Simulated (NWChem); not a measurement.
Molecule: hydrazine (N2H4); SMILES NN

```xyz
6

N     -0.0685     0.7074     0.0757
N      0.0685    -0.7074     0.0757
H      0.8495     1.1139     0.2948
H     -0.3394     1.0861    -0.8465
H     -0.8495    -1.1139     0.2948
H      0.3394    -1.0861    -0.8465
```
Atoms are numbered in this order, from 1.

Program: NWChem. The geometry was optimised at PBE-D3(BJ)/def2-SVP. Vzz is the largest principal value of the second derivative of the potential at the nucleus (NWChem prints the opposite sign); η is the asymmetry. Non-relativistic.

| level | Vzz N2 (a.u.) | η N2 |
|---|---|---|
| Hartree-Fock/def2-SVP | (withheld) | 0.37 |
| Hartree-Fock/def2-TZVP | -1.325 | 0.47 |
| B3LYP/def2-SVP | -1.282 | 0.40 |
| B3LYP/cc-pVTZ | -1.298 | 0.50 |

Q: Fill in the missing entries.

A: 
- Hartree-Fock/def2-SVP, Vzz N2 (a.u.): -1.335
